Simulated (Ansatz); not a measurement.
**Bi (model structure, started from the graphite type, P6₃/mmc, No. 194, 4 atoms in the cell): properties by level of theory**

| level (code) | lattice constant a (Å) | lattice parameter c (Å) |
|---|---|---|
| PBE (Ansatz) | 5.408 | 6.500 |
| PBEsol (Ansatz) | 5.325 | 6.324 |
| PBE-D3(BJ) (Ansatz) | 5.342 | 6.338 |

Ansatz's density-functional and Hartree–Fock values are scalar-relativistic unless marked +SOC, with PAW data made under PBE.

The computed numbers hold no vibrational or temperature effects.

A model structure was made by putting elements into a prototype or built by hand; it is no filed structure, need not be a known phase, and can be a saddle point held by its symmetry.

Ansatz is a first-principles code.
